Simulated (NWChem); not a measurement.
A series in which one site is exchanged, each optimised at PBE0/def2-SVP with NWChem, gas phase unless a solvent is named. def2 effective core potentials on Rb, Ag, Cs; no spin-orbit coupling.

A: [Cl][Ag] (AgCl; site = Ag)
B: [Rb][Cl] (RbCl; site = Rb)
C: [Na][Cl] (NaCl; site = Na)
D: [Cl][Cs] (CsCl; site = Cs)

Task: Rank them by dipole (D), PBE0/def2-SVP, lowest first.

Result: A (5.32), C (8.22), D (9.94), B (10.34)
